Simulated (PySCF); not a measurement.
Homolysis of single bonds, series silaethenyl-X. Isolated molecules, 0 K electronic values unless said otherwise. One relaxed conformer stands for each flexible species; it need not be the lowest. Strings in code marks are SMILES.

All values below come from PBE-D3(BJ)/def2-TZVP // PBE0-D3(BJ)/def2-TZVP run with PySCF. 

| species | dipole moment (D) |
|---|---|
| radical fragment (`[CH3]`) | 0.00 |
| whole molecule (`C=[SiH]OC` (C–Si–O–C torsion 0°)) | – |
| whole molecule (`C=[SiH]N(C)C` (C–Si–N–C torsion 0°)) | – |
| whole molecule (`C=[SiH]C(C)=O` (C–Si–C–O torsion 0°)) | – |
| radical fragment (`C=[SiH][C]=O` (C–Si–C–O torsion 104°)) | – |
| whole molecule (`C=[SiH][SiH3]`) | 0.58 |
